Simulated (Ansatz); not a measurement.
fcc Ca was calculated with r²SCAN (Ansatz, a program for electronic structure, PAW).

A relaxed, unreconstructed slab of the (100) face has 6 atoms, two equal faces of 15.501 Å² each and an energy of -10929.0973 eV. A bulk cell of 2 atoms with the same orientation and in-plane k mesh has -3643.3498 eV. Energies are extrapolated to zero smearing.

Run with plane-wave cutoff 500 eV, 14×14×1 k mesh (along the axes of the cell as run), Fermi–Dirac smearing 0.1 eV, scalar-relativistic PAW data made under PBE.

Worked out: γ = (E_slab − N E_bulk per atom)/2A = [-10929.0973 − 6 × (-3643.3498/2)]/(2 × 15.501) = 0.0307 eV/Å². With 16.022 J/m² per eV/Å² this is 0.49 J/m², or 0.48 eV per surface cell and face.
